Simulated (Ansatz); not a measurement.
Cohesive energy (eV/atom) of solids drawn from the class of elemental solids other than molecular ones, at two levels: PBE (Ansatz, a first-principles code, plane waves, PAW), and r²SCAN (Ansatz, PAW).

```json
[
 {"solid": "hcp Os", "PBE": "8.41", "r²SCAN": "8.12", "shift (eV/atom)": "-0.29"},
 {"solid": "fcc Pb", "PBE": "2.95", "r²SCAN": "2.82", "shift (eV/atom)": "-0.13"},
 {"solid": "bcc Na", "PBE": "1.08", "r²SCAN": "1.08", "shift (eV/atom)": "0.00"},
 {"solid": "bcc Li", "PBE": "1.61", "r²SCAN": "1.58", "shift (eV/atom)": "-0.03"},
 {"solid": "hcp Mg", "PBE": "1.50", "r²SCAN": "1.71", "shift (eV/atom)": "+0.21"},
 {"solid": "grey tin (α-Sn)", "PBE": "3.17", "r²SCAN": "3.26", "shift (eV/atom)": "+0.09"},
 {"solid": "hcp Sc", "PBE": "4.12", "r²SCAN": "3.99", "shift (eV/atom)": "-0.13"},
 {"solid": "fcc Ca", "PBE": "1.91", "r²SCAN": "2.08", "shift (eV/atom)": "+0.17"},
 {"solid": "hcp Tc", "PBE": "6.91", "r²SCAN": "6.26", "shift (eV/atom)": "-0.65"},
 {"solid": "fcc Rh", "PBE": "5.73", "r²SCAN": "5.44", "shift (eV/atom)": "-0.29"}
]
```

The shifts run from -0.65 eV/atom to +0.21 eV/atom, with a median of -0.08 eV/atom.

Over all 10 rows r²SCAN is the larger in 3.

Ansatz's runs of these crystals have no spin polarisation. Meta-GGA and hybrid levels favour moments, which can bear on hcp Sc, fcc Rh.

Spin–orbit coupling is left out, also for the solids with elements from indium on (hcp Os, fcc Pb, grey tin (α-Sn)); its size isn't shown.

Free atoms are spin-polarised, in the lowest state found; at levels without +SOC their spin–orbit coupling is left out. Each level is taken at its own relaxed cell. Ansatz's density-functional and Hartree–Fock values are scalar-relativistic unless marked +SOC, with PAW data made under PBE.
